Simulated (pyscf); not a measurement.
PySCF, gas phase, ωB97X-D3(BJ)/def2-SVP geometries.

Problem. Estimate the classical barrier height and the reaction energy of HCl + HO–Si(Cl)(Cl)–Cl → Cl–Si(Cl)(Cl)–Cl + H₂O at ωB97M-D3(BJ)/def2-TZVP. The step runs on the singlet surface, breaks Cl–H, O–Si and forms Cl–Si, H–O; take the separated reactants as zero.

Solution. ΔE‡ = 26.4 kcal/mol, ΔE = +4.7 kcal/mol. Zero-point energy shifts the barrier by +0.8 kcal/mol. It is a four-centre exchange, with an imaginary mode of 687i cm⁻¹. This is the saddle that the search found; another between the same sides may lie lower.
